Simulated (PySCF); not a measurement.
One molecule, one basis, several functionals.

Species: H2O.
SMILES: `O`

PySCF, aug-cc-pVDZ basis, density fitting, gas phase, GFN2-xTB geometry. One functional is left out:

```json
{"functional": "B97-D", "exact exchange (%)": "0", "HOMO energy (eV)": "-7.26", "LUMO energy (eV)": "-0.85", "dipole moment (D)": "1.767"}
{"functional": "BLYP", "exact exchange (%)": "0", "HOMO energy (eV)": "-7.18", "LUMO energy (eV)": "-1.05", "dipole moment (D)": "1.757"}
{"functional": "BP86", "exact exchange (%)": "0", "HOMO energy (eV)": "-7.32", "LUMO energy (eV)": "-0.81", "dipole moment (D)": "1.760"}
{"functional": "HCTH407", "exact exchange (%)": "0", "HOMO energy (eV)": "-7.43", "LUMO energy (eV)": "-1.05", "dipole moment (D)": "1.762"}
{"functional": "LDA", "exact exchange (%)": "0", "HOMO energy (eV)": "-7.35", "LUMO energy (eV)": "-0.90", "dipole moment (D)": "1.813"}
{"functional": "OLYP", "exact exchange (%)": "0", "HOMO energy (eV)": "-7.14", "LUMO energy (eV)": "-1.30", "dipole moment (D)": "1.758"}
{"functional": "OPBE", "exact exchange (%)": "0", "HOMO energy (eV)": "-7.17", "LUMO energy (eV)": "-0.99", "dipole moment (D)": "1.763"}
{"functional": "PBE", "exact exchange (%)": "0", "HOMO energy (eV)": "-7.22", "LUMO energy (eV)": "-0.93", "dipole moment (D)": "1.761"}
{"functional": "PW91", "exact exchange (%)": "0", "HOMO energy (eV)": "-7.30", "LUMO energy (eV)": "-1.11", "dipole moment (D)": "1.770"}
{"functional": "revPBE", "exact exchange (%)": "0", "HOMO energy (eV)": "-7.17", "LUMO energy (eV)": "-0.99", "dipole moment (D)": "1.751"}
{"functional": "B97-2", "exact exchange (%)": "21", "HOMO energy (eV)": "-8.74", "LUMO energy (eV)": "-0.32", "dipole moment (D)": "1.816"}
{"functional": "X3LYP", "exact exchange (%)": "22", "HOMO energy (eV)": "-8.88", "LUMO energy (eV)": "-0.65", "dipole moment (D)": "1.819"}
{"functional": "mPW1PW91", "exact exchange (%)": "25", "HOMO energy (eV)": "-9.10", "LUMO energy (eV)": "-0.43", "dipole moment (D)": "1.832"}
{"functional": "BHandHLYP", "exact exchange (%)": "50", "HOMO energy (eV)": "-10.88", "LUMO energy (eV)": "-0.02", "dipole moment (D)": "1.880"}
```

Problem. Predict the row of B3LYP (20 % exact exchange) by straight lines through the other rows, and check it.

Solution. 
| property | line | computed | computed − line | B97-2 (21 %), for comparison |
| --- | --- | --- | --- | --- |
| HOMO energy (eV) | -8.71 | -8.79 | -0.08 | -8.74 |
| LUMO energy (eV) | -0.57 | -0.66 | -0.09 | -0.32 |
| dipole moment (D) | 1.813 | 1.814 | +0.001 | 1.816 |

Problem. Which of these properties follows the share of exact exchange most closely, and which least?

Solution. Most closely the HOMO energy, least the LUMO energy; the correlations over the tabulated rows are HOMO energy -0.997, dipole moment 0.927, LUMO energy 0.915. The HOMO energy moves by -0.727 eV for every 10 %. Functionals with the same share still differ in their other parts: at 0 % HCTH407 and OLYP differ by 0.29 eV in it.
